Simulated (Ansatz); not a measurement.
Reaction (SMILES): O (H2O) → [OH] (OH) + H atom
B3LYP-D3(BJ)/def2-TZVP geometries, fixed; electronic energies without zero-point terms.
Largest species:
```
O
H 1 0.9627
H 1 0.9627 2 105.24
```

The bond dissociation energy at MP2 with Ansatz (a quantum-chemistry and plane-wave program), in kcal/mol, split into its Hartree-Fock and correlation parts. Cores are frozen. Open shells are unrestricted. No added dispersion term, no relativity. Functions are those of the species that has most.

| basis | X | functions | Hartree-Fock | MP2 |
|---|---|---|---|---|
| cc-pVDZ | 2 | 24 | 83.79 | 116.88 |
| cc-pVTZ | 3 | 58 | 86.58 | 125.44 |
| cc-pVQZ | 4 | 115 | 87.15 | 128.10 |
| cc-pV5Z | 5 | 201 | 87.38 | 129.12 |

Worked estimate of the basis-set limit from each neighbouring pair, with Hartree-Fock from the larger set and the correlation part extrapolated as X^-3.
Correlation parts: X = 2: 33.09, X = 3: 38.86, X = 4: 40.95, X = 5: 41.74.
- (2,3): (27·(38.86) - 8·(33.09))/19 = 41.29; with Hartree-Fock 86.58 the estimate is 127.87 kcal/mol.
- (3,4): (64·(40.95) - 27·(38.86))/37 = 42.48; with Hartree-Fock 87.15 the estimate is 129.63 kcal/mol.
- (4,5): (125·(41.74) - 64·(40.95))/61 = 42.57; with Hartree-Fock 87.38 the estimate is 129.95 kcal/mol.
The last two estimates differ by 0.32 kcal/mol; the largest set lies 0.83 from the last. Over the last step Hartree-Fock moves by 0.23 and the correlation part by 0.79.
